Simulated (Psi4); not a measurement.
# UCCSD/6-311+G(d,p) (density fitting with cc-pvdz-jkfit, sweep point 2) run of [O2]− (superoxide)

Aim: the vertical doublet–quartet gap of [O2]− (superoxide) at UCCSD/6-311+G** (density fitting with cc-pvdz-jkfit, sweep point 2), from 2 runs. 

The results are computed with Psi4 1.11.

2 further runs of the same task are left out: 2 set aside as unsound or not needed.

## Step 1: The system as given

The species is [O2]− (2 atoms), meant as a doublet with charge -1. As SMILES, `[O][O-]`. Geometry: relaxed at GFN2-xTB.

Bond lengths: O1–O2 1.341 Å.

## Step 2: The energy at UCCSD/6-311+G(d,p) (density fitting with cc-pvdz-jkfit, sweep point 2)

calc.dat reads:

```
memory 1600 MB

molecule mol {
  -1 2
  O      0.000000     0.000000     0.000000
  O      0.000000     0.000000     1.341480
  symmetry c1
}

set globals {
  basis           6-311+G**
  reference       uhf
  puream          true
  scf_type        df
  num_frozen_docc 2
  df_basis_scf    cc-pvdz-jkfit
  maxiter         150
}

E, wfn = energy("ccsd", return_wfn=True)
```

Command:

```sh
$ psi4 -i calc.dat -o calc.out -n 1
```

calc.out (excerpt; [...] marks lines left out):

```text
[...]
  Running in c1 symmetry.
[...]
  Nuclear repulsion =   25.246251515400900
[...]
  Multiplicity = 2
[...]
  Nalpha       = 9
  Nbeta        = 8
[...]
    Number of basis functions: 44
[...]
   @DF-UHF iter   1:  -149.57742886880678   -1.03689e+00   7.40085e-03 DIIS/ADIIS
[...]
   @DF-UHF iter  11:  -149.63165846373468   -4.63274e-12   8.70793e-09 DIIS
[...]
   @S^2 Observed:                7.891206246E-01
[...]
    Orbital Energies [Eh]
    ---------------------
    Alpha Occupied:
       1A    -20.323677     2A    -20.323293     3A     -1.192484
       4A     -0.814157     5A     -0.395093     6A     -0.340553
       7A     -0.317067     8A     -0.184322     9A     -0.124221
    Alpha Virtual:
      10A      0.372929    11A      0.410131    12A      0.445661
      13A      0.454452    14A      0.493184    15A      0.500806
      16A      0.527770    17A      0.650568    18A      0.711695
      19A      1.478116    20A      1.504906    21A      1.511019
      22A      1.529446    23A      1.541813    24A      1.572137
      25A      1.837936    26A      2.076270    27A      3.050509
[...]
  @DF-UHF Final Energy:  -149.63165846373468
   => Energetics <=
    Nuclear Repulsion Energy =             25.2462515154008997
    One-Electron Energy =                -262.5044770215849894
    Two-Electron Energy =                  87.6265670424493948
    Total Energy =                       -149.6316584637347091
  UHF NO Occupations:
  HONO-2 :    7  A 1.9988181
  HONO-1 :    8  A 1.9831484
[...]
 Multipole Moments:
 ------------------------------------------------------------------------------------
     Multipole            Electronic (a.u.)      Nuclear  (a.u.)        Total (a.u.)
 ------------------------------------------------------------------------------------
 L = 1.  Multiply by 2.5417464519 to convert [e a0] to [Debye]
 Dipole X            :         -0.0000000            0.0000000           -0.0000000
 Dipole Y            :         -0.0000000            0.0000000           -0.0000000
 Dipole Z            :          0.0000000            0.0000000            0.0000000
 Magnitude           :                                                    0.0000000
[...]
      * MP2 total energy                      = -150.028143282801949
[...]
      * CCSD total energy                     = -150.031269776310438
[...]
```

Run time: 5.1 s. Hardware: 1 thread of Intel Xeon Gold 6455B (Sapphire Rapids), shared host; peak memory 0.21 GiB.

## Step 3: The quartet at the same level

o2.inp reads:

```
memory 1600 MB

molecule {
  -1 4
  O      0.000000     0.000000     0.000000
  O      0.000000     0.000000     1.341480
  symmetry c1
}

set globals {
  basis 6-311+G**
  reference uhf
  puream true
  scf_type df
  num_frozen_docc 2
  df_basis_scf cc-pvdz-jkfit
  maxiter 150
}

result, w = energy('ccsd', return_wfn=True)
print_variables()
```

Command:

```sh
$ psi4 o2.inp o2.out -n 1
```

o2.out (excerpt; [...] marks lines left out):

```text
[...]
  Running in c1 symmetry.
[...]
  Nuclear repulsion =   25.246251515400900
[...]
  Multiplicity = 4
[...]
  Nalpha       = 10
  Nbeta        = 7
[...]
    Number of basis functions: 44
[...]
   @DF-UHF iter   1:  -149.40430899348348   -8.63772e-01   6.87552e-03 DIIS/ADIIS
[...]
   @DF-UHF iter  14:  -149.47422007642399   -5.28644e-12   2.91489e-09 DIIS
[...]
   @S^2 Observed:                3.834229969E+00
[...]
    Orbital Energies [Eh]
    ---------------------
    Alpha Occupied:
       1A    -20.474798     2A    -20.474549     3A     -1.367988
       4A     -0.988721     5A     -0.528116     6A     -0.528116
       7A     -0.470816     8A     -0.326893     9A     -0.326893
      10A      0.122710
    Alpha Virtual:
      11A      0.348683    12A      0.401070    13A      0.401070
      14A      0.454484    15A      0.454484    16A      0.473630
      17A      0.478511    18A      0.617717    19A      1.385051
      20A      1.385051    21A      1.417592    22A      1.456109
      23A      1.458552    24A      1.458552    25A      1.724648
[...]
  @DF-UHF Final Energy:  -149.47422007642399
   => Energetics <=
    Nuclear Repulsion Energy =             25.2462515154008997
    One-Electron Energy =                -260.5369893419953087
    Two-Electron Energy =                  85.8165177501704335
    Total Energy =                       -149.4742200764239897
  UHF NO Occupations:
  HONO-2 :    8  A 1.0000000
  HONO-1 :    9  A 1.0000000
[...]
 Multipole Moments:
 ------------------------------------------------------------------------------------
     Multipole            Electronic (a.u.)      Nuclear  (a.u.)        Total (a.u.)
 ------------------------------------------------------------------------------------
 L = 1.  Multiply by 2.5417464519 to convert [e a0] to [Debye]
 Dipole X            :          0.0000000            0.0000000            0.0000000
 Dipole Y            :         -0.0000000            0.0000000           -0.0000000
 Dipole Z            :         -0.0000000            0.0000000           -0.0000000
 Magnitude           :                                                    0.0000000
[...]
      * MP2 total energy                      = -149.886231507506153
[...]
      * CCSD total energy                     = -149.881102067375423
[...]
```

Run time: 5.1 s. Hardware: 1 thread of Intel Xeon Gold 6455B (Sapphire Rapids), shared host; peak memory 0.22 GiB.

## Step 4: Summary of results

Level: UCCSD/6-311+G** (density fitting with cc-pvdz-jkfit, sweep point 2), 2 core orbitals frozen.

| quantity | value |
| --- | --- |
| doublet: total energy | -150.03127 Eh |
| doublet: HOMO energy (Hartree–Fock orbitals) (highest over α and β) | -2.37 eV |
| doublet: LUMO energy (Hartree–Fock orbitals) (lowest over α and β) | 10.15 eV |
| doublet: correlation energy (2 core orbitals frozen) | -399.4 mEh |
| doublet: ⟨S²⟩ of the reference determinant | 0.789 |
| doublet: T1 diagnostic | 0.034 |
| quartet: total energy | -149.88110 Eh |
| quartet: HOMO energy (Hartree–Fock orbitals) (highest over α and β) | 3.34 eV |
| quartet: LUMO energy (Hartree–Fock orbitals) (lowest over α and β) | 8.58 eV |
| quartet: correlation energy (2 core orbitals frozen) | -406.9 mEh |
| quartet: ⟨S²⟩ of the reference determinant | 3.834 |
| quartet: T1 diagnostic | 0.040 |
| vertical energy of the quartet above the doublet | 4.086 eV |

In words: At this shape the quartet lies 4.09 eV (94 kcal/mol) above the doublet. For an anion a state so high probably lies above electron detachment. The HOMO (quartet) lies at positive energy, 3.34 eV: the electron is unbound at this level or held by a compact basis; values depend on the basis.
